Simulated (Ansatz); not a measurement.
`[CH3][Mg][NH2]` + H₂S → `[NH2][Mg][SH]` + CH₄  (ligand exchange at a Mg–C bond)

Calculated with Ansatz (gas phase, PBE0-D4/def2-TZVP geometries, no zero-point term in ΔE). CCSD(T)/CBS adds triple-zeta CCSD(T) − MP2 to the extrapolated MP2 energy (def2 sets, frozen cores). This one scheme is used for every species. For Mg outer-core shells are correlated without core-valence functions, which leaves a few kJ/mol of doubt a bond. One conformer a species, not always the lowest.

| species | CCSD(T)/CBS(def2) energy (Eh) |
| --- | --- |
| `[CH3][Mg][NH2]` | -295.67648 |
| H₂S | -398.97279 |
| `[NH2][Mg][SH]` | -654.24476 |
| CH₄ | -40.46206 |

Task: Work out ΔE.

Result: ΔE = (-654.24476) + (-40.46206) − (-295.67648) − (-398.97279) = -0.05755 Eh = -36.1 kcal/mol.

Largest T1 diagnostic among the species: 0.009.

Leaving LDA and LC-ωPBE aside and taking each functional with its dispersion term where it has one, the values, not all of them listed here, spread over 3.0 kcal/mol, from r2SCAN0-D4 to BLYP-D4. LDA lies +1.0 kcal/mol from PBE without D4. At CCSD(T), def2-SVP lies −2.5 kcal/mol from the extrapolated value and def2-TZVPP +0.1 kcal/mol. From PBE to PBE0 (25 % exact exchange), in def2-TZVPP and without D4, ΔE moves by −1.4 kcal/mol.
